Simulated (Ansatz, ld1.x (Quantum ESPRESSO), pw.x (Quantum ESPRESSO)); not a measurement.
From atom to crystal: RRKJ potential for barium

ld1.x (Quantum ESPRESSO) 7.5 input, shortened:

```
&input
   title='Ba', zed=56., rel=1, dft='PW', iswitch=3,
   config='[Xe] 5d0 6s1 6p0'
 /
 &inputp
   pseudotype=2, tm=.false., rho0=0.005, lloc=0,
   nlcc=.true., new_core_ps=.true., rcore=3.00
 /
3
6P  2  1   0.00   0.00  4.05  4.05  0.0
5D  3  2   0.00   0.00  3.00  3.00  0.0
6S  1  0   1.00   0.00  3.50  3.50  0.0
 &test
   configts(1)='5d0 6s1 6p0'
 /
```

Atomic tests: cutoffs needed: 6 Ry and 8 Ry (the cutoffs (Ry, on a coarse ladder) from which the occupation-weighted sum of valence levels, in a spherical-Bessel basis at the reference potential, stays within 10 and 1 mRy of its value at 400 Ry); ghost test: no extra level below or beside the all-electron valence levels (p, d, s, f tested) (spherical-Bessel basis up to 400 Ry, 20 bohr box); largest excitation error: -68 meV (all-electron minus pseudo) for 5d1 6s1 6p0, out of 7 test configurations.

Crystal test: fcc Ba in pw.x 7.5, no spin, 10³ k-points, Fermi–Dirac smearing 0.01 Ry, cutoffs 50/200 Ry. The reference is all-electron LAPW (Ansatz 0.2.0) with the same functional, mesh and smearing; V0 and B0 come from Birch–Murnaghan fits to the pressures at five volumes. Errors are pseudo minus all-electron; Δ is the rms difference of the E(V) curves that follow from these fits, minima aligned, over ±6 % about the mean V0. Mesh and smearing are coarse, so the numbers serve the comparison and aren't converged zero-temperature values; the lattice is a test structure that the element need not adopt.

| V (Å³/atom) | P all-electron (GPa) | P pseudo (GPa) |
| --- | --- | --- |
| 51.168 | 0.48 | 1.84 |
| 52.514 | 0.23 | 1.47 |
| 53.861 | -0.00 | 1.12 |
| 55.208 | -0.22 | 0.81 |
| 56.554 | -0.42 | 0.52 |

All-electron: a0 = 5.994 Å (V0 = 53.84 Å³/atom), B0 = 9.0 GPa.

Pseudopotential: mean pressure error (GPa): +1.14. The pressure does not cross zero within the volumes sampled, so no fit is given. This is a poor potential for the solid.

**Question.** At the middle volume, how do free energy and pressure move when the wave cutoff is lowered (ecutrho kept at four times it)?

**Answer.**

```
cutoff (Ry)  shift of F (meV/atom)  shift of P (GPa)
         22                   +0.4             -0.00
         30                   +0.1             -0.00
         40                   +0.0             -0.00
```

The run at the middle volume (47 k-points, 7 iterations) took about 16 s on one core of a shared host (Neoverse-N1, 64 threads, 498 GiB, load 29).
